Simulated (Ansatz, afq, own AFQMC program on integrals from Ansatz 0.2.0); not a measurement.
# GeHO, quartet in cc-pVDZ, levels against CCSDT(Q)

```xyz
3

Ge    0.0000   -0.0395    0.3514
O     0.0000    0.0952   -1.6641
H     0.0000    1.3356    1.0936
```

Connectivity, by distances: GeH–O.

Basis cc-pVDZ. Only valence electrons are correlated. Integrals, coupled cluster, full CI and functionals: Ansatz 0.2.0; the random walks run on the same integrals in our own AFQMC program. The CISD trial takes its coefficients from CCSD amplitudes. Released means that phaseless walkers are propagated on without the constraint, phases kept. Free AFQMC starts from the CCSD state and is never constrained. Its projection time is finite, and what remains of the start isn't in its error. ± is one standard error of the sampling. No spin–orbit coupling.

Determinant: ROHF, the one that the program's search chose, which needn't be the lowest solution. The geometry is a point of a scan.

No full CI on the walks' own integrals is used here; CCSDT(Q) serves as the reference and is uncertain by about the last step of the cluster series.

Cautions: no relativity below Rb; no spin-orbit coupling; inner d shell frozen; lower spins were not checked; a spin-contaminated unrestricted determinant lies lower (UHF 266 meV lower, ⟨S²⟩ 3.80).

```
T1 diagnostic                               : 0.0387
weight of the determinant in the CISD state : 0.876
size of the correlated space                : 11 electrons in 31 orbitals
```

Reference: CCSDT(Q), correlation energy -6.707 eV. The released energy is read at 2.40 1/Eh (meV from the phaseless value at times in 1/Eh: -7 ± 22 at 0.24, -38 ± 19 at 0.51, -54 ± 15 at 0.99, -53 ± 15 at 1.62, -23 ± 23 at 2.40).

```csv
level,E − E(reference) (mEh),share of correlation (%)
HF,246.48,0.00
MP2,35.95,85.41
CCSD,8.39,96.60
CCSD(T),2.01,99.19
CCSDT,0.63,99.74
ph-AFQMC/HF,1.45 ± 1.77,99.41
ph-AFQMC/CISD,1.47 ± 0.64,99.40
released AFQMC,0.62 ± 0.84,99.75
free AFQMC,-0.26 ± 0.56,100.10
```

Free projections are given only where their last times agree within the noise and don't stop above the reference; a slow remainder of the start can still hide under it. A walk keeps the symmetry of its determinant, which the program's search chose and which needn't be the lowest solution, so a lower state of the same spin and another symmetry isn't excluded. Released energies are given only where the last usable release times agree within the noise; a slower fall can still hide under it.
